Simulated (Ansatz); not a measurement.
**triplet NH3 at 6 levels**

Aim: a comparison of 6 runs (UB3LYP/3-21G, UHSE06/3-21G, RPA@PBE/6-31G, UBCCD(T)/3-21G, UCCSDT(Q)/6-31G, UCCSD/3-21G) of triplet NH3. 

The calculation is run with Ansatz 0.2.0.

48 further runs of the same task are left out: 48 set aside as unsound or not needed.

## Step 1: The structure to begin with

NH3: 4 atoms, total charge 0, spin state triplet. As SMILES of the parent species, `N`. The shape is that of a PBE0-D4/def2-TZVP optimisation. That shape belongs to the parent species and isn't relaxed for this state.

Bond lengths: N1–H2 1.013 Å, N1–H3 1.013 Å, N1–H4 1.013 Å. Angles: H2–N1–H3 107.1°, H2–N1–H4 107.1°, H3–N1–H4 107.1°.

## Step 2: A single-point energy at UB3LYP/3-21G (run 1)

Input file in.yaml:

```yaml
crystal:
  periodic: [false, false, false]
  atoms:
    - {symbol: N, position_ang: [-0.069910, 0.249470, 0.110930]}
    - {symbol: H, position_ang: [0.490470, -0.301820, 0.749180]}
    - {symbol: H, position_ang: [-0.887480, -0.301940, -0.118910]}
    - {symbol: H, position_ang: [0.466920, 0.354280, -0.741200]}
basis:
  gaussian:
    orbitals: 3-21G.json
accuracy: high
magnetization:
  spin_polarized: true
  initial_magnetization: 2
hamiltonian:
  xc: {name: B3LYP}
```

The basis set 3-21G is read from a file made from the Basis Set Exchange's data (not shown).

Started as:

```
$ ansatz run in.yaml --threads 1 --pin off --max-ram 3480MiB --events-out events.jsonl --progress --plain --runs-dir runs
```

Standard output:

```text
Warning: RAYON_NUM_THREADS=1 ignored (pool sized by the plan → 1); use --threads N
Functional definition: B3LYP
  name "B3LYP"
  parameter a0 = 0.2
  parameter ax = 0.72
  parameter ac = 0.81
  exchange = (1 - a0 - ax)*slater_x + ax*b88_x + a0*exact_x
  correlation = (1 - ac)*vwn_rpa_c + ac*lyp_c
291 factors; integrals over basis functions are off by at most 5.5e-9 eV
mean field evaluation 1: about -1521.9735 eV, gradient 1.3e1 eV
mean field evaluation 2: about -1521.9559 eV, gradient 1.3e1 eV
mean field evaluation 4: about -1522.6258 eV, gradient 5.0e-1 eV
mean field evaluation 8: about -1522.6144 eV, gradient 3.3e-3 eV
mean field evaluation 16: about -1522.6144 eV, gradient 2.2e-7 eV
mean field -1522.61437450 eV, -55.9550461980 hartree, gradient 2.7e-8 eV, S^2 2.000508; 0 other end points of the search recorded, 0 dependent functions left out
reference -1522.61439561 eV, -55.9550469736 hartree; 6, 4 occupied and 9, 11 virtual orbitals, 291 factors
Total energy: -1522.61439561 eV, -55.9550469736 hartree
```

Run time: 0.44 s. Hardware: 1 thread of Intel Xeon 6975P-C (Granite Rapids), shared host.

## Step 3: A single-point energy at UHSE06/3-21G (run 2)

Input file in.yaml:

```yaml
crystal:
  periodic: [false, false, false]
  atoms:
    - {symbol: "N", position_ang: [-0.069910, 0.249470, 0.110930]}
    - {symbol: H, position_ang: [0.490470, -0.301820, 0.749180]}
    - {symbol: H, position_ang: [-0.887480, -0.301940, -0.118910]}
    - {symbol: H, position_ang: [0.466920, 0.354280, -0.741200]}
basis:
  gaussian:
    orbitals: 3-21G.json
magnetization:
  spin_polarized: true
  initial_magnetization: 2
hamiltonian:
  xc: {name: HSE06}
accuracy: high
```

The basis set 3-21G is read from a file made from the Basis Set Exchange's data (not shown).

Started as:

```
$ ansatz run in.yaml --threads 1 --pin off --max-ram 3480MiB --events-out events.jsonl --progress --plain --runs-dir runs
```

Standard output:

```text
Warning: RAYON_NUM_THREADS=1 ignored (pool sized by the plan → 1); use --threads N
Functional definition: HSE06
  name "HSE06"
  parameter a = 0.25
  parameter omega = 0.11/bohr
  exchange = pbe_x - a*pbe_x_sr(omega) + a*exact_x_sr(omega)
  correlation = pbe_c
291 factors; integrals over basis functions are off by at most 5.5e-9 eV
55 factors; integrals over basis functions are off by at most 3.3e-10 eV
mean field evaluation 1: about -1520.0906 eV, gradient 1.2e1 eV
mean field evaluation 2: about -1520.1165 eV, gradient 1.1e1 eV
mean field evaluation 4: about -1520.5900 eV, gradient 4.9e-1 eV
mean field evaluation 8: about -1520.5795 eV, gradient 6.2e-3 eV
mean field evaluation 16: about -1520.5795 eV, gradient 5.7e-7 eV
mean field -1520.57948938 eV, -55.8802655488 hartree, gradient 4.7e-8 eV, S^2 2.000586; 0 other end points of the search recorded, 0 dependent functions left out
reference -1520.57949093 eV, -55.8802656057 hartree; 6, 4 occupied and 9, 11 virtual orbitals, 291 factors
Total energy: -1520.57949093 eV, -55.8802656057 hartree
```

It took 0.54 s on 1 thread of Intel Xeon 6975P-C (Granite Rapids), shared host.

Runs 3 to 5 aren't shown in full; the table further down has their settings and results.

## Step 4: A single-point energy at UCCSD/3-21G (run 6)

Input file input.yaml:

```yaml
crystal:
  periodic: [false, false, false]
  atoms:
    - {symbol: N, position_ang: [-0.069910, 0.249470, 0.110930]}
    - {symbol: H, position_ang: [0.490470, -0.301820, 0.749180]}
    - {symbol: H, position_ang: [-0.887480, -0.301940, -0.118910]}
    - {symbol: H, position_ang: [0.466920, 0.354280, -0.741200]}
basis:
  gaussian: {orbitals: 3-21G.json}
correlation: {method: ccsd, frozen_orbitals: {H: 0, "N": 1}}
accuracy: high
scf: {omitted_lower_state_checks: [cluster_reference, increment]}
magnetization: {spin_polarized: true, initial_magnetization: 2}
```

The basis set 3-21G is read from a file made from the Basis Set Exchange's data (not shown).

Started as:

```
$ ansatz run input.yaml --threads 1 --pin off --max-ram 3480MiB --events-out events.jsonl --progress --plain --runs-dir runs
```

Standard output:

```text
Warning: RAYON_NUM_THREADS=1 ignored (pool sized by the plan → 1); use --threads N
[... 12 lines left out ...]
1 core orbitals not correlated: weight in the atoms' cores, before any rotation towards them, 1.000 or more for the frozen orbitals, at most 0.000 for the correlated occupied ones
[... 23 lines left out ...]
Total energy: -1516.03894692 eV, -55.7134036914 hartree
Checks for a lower state left out: cluster_reference, increment
```

Wall time 0.12 s (1 thread of Intel Xeon 6975P-C (Granite Rapids), shared host).

## Step 5: All runs side by side

| run | level | frozen core orbitals | energy (Eh) | ⟨S²⟩ | wall time |
| --- | --- | --- | --- | --- | --- |
| 1 | UB3LYP/3-21G | – | -55.955047 | 2.001 | 0.44 s |
| 2 | UHSE06/3-21G | – | -55.880266 | 2.001 | 0.54 s |
| 3 | RPA@PBE/6-31G | 1 | -56.090541 | 2.000 | 0.64 s |
| 4 | UBCCD(T)/3-21G | 1 | -55.715078 | 2.002 | 0.26 s |
| 5 | UCCSDT(Q)/6-31G | 1 | -56.026173 | 2.002 | 0.58 s |
| 6 | UCCSD/3-21G | 1 | -55.713404 | 2.002 | 0.12 s |

## Step 6: Results

| quantity | value |
| --- | --- |
| run 6: total energy | -55.71340 Eh |
| run 6: correlation energy (1 core orbital frozen) | -112.7 mEh |
| run 6: ⟨S²⟩ of the reference determinant | 2.002 |
| run 6: T1 diagnostic | 0.006 |

What this shows: Totals of different functionals can't be ranked against each other. All runs together took 2.6 s, the longest 0.64 s.
